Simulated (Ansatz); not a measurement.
## Relative stability

Two relaxed structures of C$_{2}$H$_{6}$N (charge -1), closed shell (PBE0-D4/def2-TZVPD; forces vanish, vibrations not checked).

A:

```json
{"atom": "C1", "x (Å)": "-0.4103", "y (Å)": "0.6351", "z (Å)": "-0.5496"}
{"atom": "C2", "x (Å)": "0.2683", "y (Å)": "-0.6851", "z (Å)": "-0.4369"}
{"atom": "N3", "x (Å)": "0.4591", "y (Å)": "-1.2223", "z (Å)": "0.9615"}
{"atom": "H4", "x (Å)": "-1.2841", "y (Å)": "0.6396", "z (Å)": "-1.2099"}
{"atom": "H5", "x (Å)": "0.2521", "y (Å)": "1.4717", "z (Å)": "-0.8015"}
{"atom": "H6", "x (Å)": "-0.2983", "y (Å)": "-1.4713", "z (Å)": "-0.9600"}
{"atom": "H7", "x (Å)": "1.2899", "y (Å)": "-0.7152", "z (Å)": "-0.8641"}
{"atom": "H8", "x (Å)": "-0.4424", "y (Å)": "-1.0317", "z (Å)": "1.4027"}
{"atom": "H9", "x (Å)": "1.0516", "y (Å)": "-0.5317", "z (Å)": "1.4220"}
```

B:

| atom | x (Å) | y (Å) | z (Å) |
| --- | --- | --- | --- |
| C1 | -0.4766 | 0.7365 | -0.6767 |
| C2 | 0.0154 | -0.9994 | 0.9377 |
| N3 | 0.3951 | -0.3500 | -0.3133 |
| H4 | -1.4911 | 0.3456 | -0.8136 |
| H5 | -0.1383 | 1.2069 | -1.6189 |
| H6 | -0.5557 | 1.5380 | 0.0884 |
| H7 | 1.3529 | 0.0121 | -0.3310 |
| H8 | 0.4828 | -0.5036 | 1.8165 |
| H9 | 0.3584 | -2.0468 | 0.9317 |

Program: Ansatz 0.2.0. Basis: def2-TZVPPD. Cores are frozen in the correlated methods. B3LYP uses VWN-RPA correlation.

Question: Which structure is lower at CCSD(T), and by how much? (To be estimated.)

Answer: Computed: A, by 59.4 kJ/mol (electronic energy, against the other). By their contacts, A is C₂H₆N ([CH2][CH2][NH2]), total charge -1 and B is C₂H₆N ([CH2][NH][CH3]), total charge -1.

All methods give the same order:

| method | E(B) − E(A) (kJ/mol) |
| --- | --- |
| PBE-D4 | 56.0 |
| r2SCAN-D4 | 56.8 |
| PBE0-D4 | 56.1 |
| B3LYP-D4 | 53.9 |
| wB97M-V | 57.9 |
| HF | 47.7 |
| MP2 | 62.7 |
| CCSD | 57.3 |
| CCSD(T) | 59.4 |

The T1 diagnostic stays at or below 0.015.

Labels in which every atom is bracketed show which atoms are joined, not bond orders.

For scale, one of the runs: CCSD(T)/def2-TZVPPD, 213 basis functions, launched by `ansatz run in.yaml --threads 2 --pin off --events-out ev --progress --plain --max-ram 4352MiB`. The run took 61 s on 2 CPU threads of an Arm Neoverse V2 (shared host), with 3.2 GiB of host memory at its peak.
